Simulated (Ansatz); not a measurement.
For antifluorite Mg₂Sn, RPBE (Ansatz, an electronic-structure program, PAW) gives:

```
Property                                 Value
------------------------------  --------------
equilibrium lattice constant a         6.885 Å
bulk modulus                          37.9 GPa
cohesive energy                   1.99 eV/atom
band gap at the measured cell          0.00 eV
enthalpy of formation           -0.201 eV/atom
```

**Question.** What does LC-ωPBE (Ansatz, plane waves, PAW) give for the same quantities?

**Answer.** 
- lattice constant a: 6.680 Å (drops by 3.0 %)
- bulk modulus: 53.8 GPa (increases by 42 %)
- cohesive energy: 2.43 eV/atom (grows by 0.44 eV/atom)
- band gap at the measured cell: 3.77 eV (goes up by 3.77 eV)
- formation enthalpy: -0.527 eV/atom (moves by -0.326 eV/atom)

For comparison: lattice constant a 6.766 Å (measured, temperature not stated, not corrected to a static lattice; as tabulated in Freccero, Grin, Wagner, Dalton Trans. (2023), ESI); band gap 0.36 eV (measured, temperature not stated, not corrected to a static lattice, indirect, Γ–X; as tabulated in Ryu et al. (2019), arXiv:1905.06140).

Changes are worked out from the printed values.

Unless a cell is named, each level is at its own relaxed cell (RPBE 27.19, LC-ωPBE 24.84 Å³/atom).

Levels without +SOC leave out spin–orbit coupling, which shifts energies and cells of such heavy elements.

Spin–orbit coupling is included only where a level's name says +SOC; with heavier elements it mostly lowers gaps and can invert bands. A gap of zero means that the bands touch or overlap. Density-functional gaps are differences of (generalised) Kohn–Sham levels.

Ansatz's density-functional and Hartree–Fock values are scalar-relativistic unless marked +SOC, with PAW data made under PBE.
